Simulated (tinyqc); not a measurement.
A ladder of methods, and size consistency: correlation methods against full CI in the sto-3g basis, for HF, spin multiplicity 1. Computed by the program tinyqc with PySCF. 

Geometry (angstrom):
```
atom       x       y       z
F     0.0000  0.0000  0.0000
H     0.0000  0.0000  1.1280
```

RHF energy of one = -98.544831 hartree

All electrons correlated; +Q is the Davidson correction (1 - c0^2) E_corr. The last columns treat two copies 100 angstrom apart as one system. FCI is the lowest singlet.

Correlation energies (hartree):
```
method   E_corr of one  share of FCI (%)  E_corr of two at 100 angstrom  two minus twice one (mhartree)
MP2           -0.02841            61.571                       -0.05682                           0.000
CISD          -0.04614           100.000                       -0.08903                           3.253
CISD+Q        -0.04789           103.791                       -0.09509                           0.695
CCSD          -0.04614           100.000                       -0.09228                           0.000
CCSD(T)       -0.04614           100.000                       -0.09228                           0.000
FCI           -0.04614           100.000                              -                               -
```

MP2 recovers 62 %, CISD 100.0 % and CCSD 100.0 % of the FCI value (c0^2 = 0.962 in CISD). MP2 and coupled cluster are size consistent, so their last column vanishes; CISD loses 3.25 mhartree, since a double excitation on each copy is a quadruple of the pair, and the Davidson correction leaves +0.69. With two electrons, or one virtual orbital, CISD and CCSD are exact for one copy, so +Q overshoots there.
